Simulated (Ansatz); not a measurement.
Relaxation of CH$_{5}$B (7 atoms, charge 0, multiplicity 1), to a largest force component of 0.03 eV/Å in at most 50 steps.

Computed with Ansatz 0.2.0, RKS PBE-D4/def2-SVP.

```xyz
7
Properties=species:S:1:pos:R:3
B -0.361 -0.261 -0.860
C 1.220 -0.015 1.445
H 0.228 -0.507 1.464
H 1.911 -0.608 2.071
H 1.117 1.009 1.850
H 1.635 0.027 0.417
H -1.151 0.355 -0.092
```

Task: Where does it end, and by what steps?

Result: The run converged. After 8 steps the energy has fallen by 0.098 eV; H6 moved furthest, 0.62 Å.

```tsv
step	energy less start (eV)	largest force component (eV/Å)	accepted
0	0.0000	0.138	yes
1	-0.0228	0.312	yes
2	-0.0401	0.471	yes
3	-0.0684	0.511	yes
4	-0.0817	0.370	yes
5	-0.0953	0.216	yes
6	-0.0978	0.061	yes
7	-0.0981	0.036	yes
8	-0.0982	0.014	yes
```

```xyz
7
Properties=species:S:1:pos:R:3
B -0.055 -0.041 -0.899
C 1.110 -0.077 1.501
H 0.316 -0.658 2.002
H 2.112 -0.417 1.825
H 0.982 1.003 1.690
H 1.099 -0.288 0.373
H -0.965 0.478 -0.197
```

Whether the end is a true minimum wasn't checked by a vibrational analysis.

Time of the run: 14 s on 1 thread of Arm Neoverse N1, on a shared host, peak memory 0.098 GiB.
